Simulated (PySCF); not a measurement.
Question: Write Cartesian coordinates for `C=CC=C` (butadiene radical anion) [SMILES of the parent framework; charge -1 and doublet state] as optimised with PBE0-D3(BJ)/def2-SVP. (Charge -1 and doublet state.)

Answer: 
```xyz
10
C4H6 angstrom
C      1.7805    0.2284   -0.7025
C      0.6821   -0.1598    0.0784
C     -0.6781    0.1615   -0.0871
C     -1.7770   -0.2262    0.6935
H      1.6575    0.8705   -1.5839
H      2.7971   -0.0973   -0.4598
H      0.9069   -0.8069    0.9443
H     -0.9027    0.8085   -0.9530
H     -2.7935    0.0991    0.4501
H     -1.6550   -0.8685    1.5748
```

Any rigid rotation of these coordinates is as good. Atoms count from 1 in this order. C1 (carbon bonded to C and 2 H) is planar (angles 121.4°, 121.4° and 117.1°, sum 360.0°, 0.00 Å off the plane of its three neighbours). C2 (carbon bonded to 2 C and H) is planar (angles 128.9°, 116.1° and 115.0°, sum 360.0°, 0.00 Å off the plane of its three neighbours). The 4 heavy atoms lie in one plane (0.000 Å rms).

Bonds between heavy atoms (Å): C1=C2 1.403, C2–C3 1.407, C3=C4 1.403.

The calculation used PBE0-D3(BJ)/def2-SVP geometry optimisation, gas phase in PySCF 2.14.0.

Point group: C2h (every atom within 0.08 Å of its image). No frequency check. ⟨S²⟩ = 0.765 (exact for a doublet: 0.75). Whether the extra electron is bound in the gas phase wasn't checked; a finite basis holds it in any case. The geometry's basis has no diffuse functions, a weakness for an anion. Torsions: C1–C2–C3–C4 180°.

One conformer stands for the species.
